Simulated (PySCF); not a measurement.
Species: C4H6ClF.
SMILES: `C/C=C\[C@@H](F)Cl`

Three sets of settings were typed for PySCF runs (density fitting) on one GFN2-xTB geometry. Runs with no stated cap are allowed at least 80 cycles.

Question: One run ended without self-consistency. Which?
A. HCTH407/pcSseg-1, IEF-PCM dichloromethane
B. BHandHLYP/3-21G, at most 100 cycles
C. PBE0/LANL2DZ, at most 3 cycles

Answer: C. The cap of 3 cycles ended the SCF with an orbital gradient of 9.6e-01, before the energy threshold of 1e-09 Eh and the gradient threshold (its square root) were both met. Raise the cap. Its energy and orbitals aren't self-consistent and shouldn't be used.

The end of its output:
```
final grid: 100416 points
cycle   1  E = -268.1034026571  dE =  1.037e+00  |g| = 2.189e+00  |ddm| = 5.730e+00
cycle   2  E = -266.3944786521  dE =  1.709e+00  |g| = 3.262e+00  |ddm| = 1.237e+01
cycle   3  E = -270.1637116890  dE = -3.769e+00  |g| = 9.566e-01  |ddm| = 1.194e+01
SCF not converged, last energy = -270.1637116890
```

The others met their thresholds:

| settings | basis functions | SCF cycles | E (Eh) | HOMO (eV) | LUMO (eV) | dipole (D) |
| --- | --- | --- | --- | --- | --- | --- |
| BHandHLYP/3-21G, at most 100 cycles | 70 | 10 | -712.3000 | -8.68 | 0.76 | 3.24 |
| HCTH407/pcSseg-1, IEF-PCM dichloromethane | 139 | 14 | -716.0497 | -6.58 | -1.58 | 3.33 |

Cycle counts include a coarse-grid stage where the run had one.

Conformer computed: `[CH3:1]/[CH:2]=[CH:3]\[C@@H:4]([F:5])[Cl:6]`: C2–C3–C4–F5 162°.
